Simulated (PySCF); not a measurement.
Species: C3H5Cl.
SMILES with atom numbers: `[CH2:1]=[CH:2][CH2:3][Cl:4]` (hydrogens: H5, H6 on C1; H7 on C2; H8, H9 on C3)

The same species was optimised twice, with GFN2-xTB and with PBE0-D3(BJ)/def2-SVP (PySCF), and the same property calculations (PySCF, gas phase) were run on both structures.

```csv
coordinate,GFN2-xTB,PBE0-D3(BJ)/def2-SVP,change
C1–H6 (Å),1.078,1.095,+0.017
C1–H5 (Å),1.076,1.093,+0.017
C2–H7 (Å),1.081,1.096,+0.015
C1=C2 (Å),1.321,1.333,+0.012
C3–H8 (Å),1.090,1.100,+0.010
C3–H9 (Å),1.089,1.098,+0.009
C3–Cl4 (Å),1.800,1.797,-0.003
C2–C3 (Å),1.487,1.488,+0.001
H8–C3–H9 (°),110.5,108.7,-1.8
C2–C3–Cl4 (°),109.5,111.2,+1.7
H5–C1–H6 (°),116.4,117.1,+0.7
C1–C2–H7 (°),120.9,120.2,-0.7
Cl4–C3–H9 (°),106.8,107.4,+0.6
C2–C1–H5 (°),121.8,121.3,-0.5
C3–C2–H7 (°),115.4,115.8,+0.4
C2–C3–H8 (°),111.9,111.5,-0.4
C1–C2–C3–Cl4 (°),114,124,+10
```

Rotational constants: A = 20429, B = 2894, C = 2789 MHz (GFN2-xTB) against A = 22634, B = 2761, C = 2675 MHz (PBE0-D3(BJ)/def2-SVP). Point groups within 0.08 Å: C1 and C1.

On the GFN2-xTB structure: HOMO (eV) -7.97 [PBE0/pcSseg-1]; LUMO (eV) -0.42 [PBE0/pcSseg-1]; dipole (D) 2.09 [PBE0/pcSseg-1]; GIAO shielding of C1 (ppm) 61.2 [PBE0/pcSseg-1]; GIAO shielding of C2 (ppm) 42.8 [PBE0/pcSseg-1]; GIAO shielding of C3 (ppm) 133.9 [PBE0/pcSseg-1]; GIAO shielding of Cl4 (ppm) 821.2 [PBE0/pcSseg-1].

Question: What do these properties become on the PBE0-D3(BJ)/def2-SVP structure?

Answer: 
| property | level | on GFN2-xTB | on PBE0-D3(BJ)/def2-SVP | change |
| --- | --- | --- | --- | --- |
| HOMO (eV) | PBE0/pcSseg-1 | -7.97 | -7.95 | +0.02 |
| LUMO (eV) | PBE0/pcSseg-1 | -0.42 | -0.42 | 0.00 |
| dipole (D) | PBE0/pcSseg-1 | 2.09 | 2.10 | +0.01 |
| energy, GFN2-xTB geometry as zero (kcal/mol) | PBE0/pcSseg-1 | 0.0 | -0.2 | -0.2 |
| GIAO shielding of C1 (ppm) | PBE0/pcSseg-1 | 61.2 | 58.9 | -2.3 |
| GIAO shielding of C2 (ppm) | PBE0/pcSseg-1 | 42.8 | 39.7 | -3.1 |
| GIAO shielding of C3 (ppm) | PBE0/pcSseg-1 | 133.9 | 132.8 | -1.1 |
| GIAO shielding of Cl4 (ppm) | PBE0/pcSseg-1 | 821.2 | 832.0 | +10.8 |

The heavy atoms differ by 0.067 Å rms after alignment (one structure mirrored). Among all bonds C1–H5 and C1–H6 change most and about equally (+0.017 Å). Changes are differences of the printed values. Neither structure is proved a minimum here.

Shape of the structure used: `[CH2:1]=[CH:2][CH2:3][Cl:4]`: C1–C2–C3–Cl4 124°.
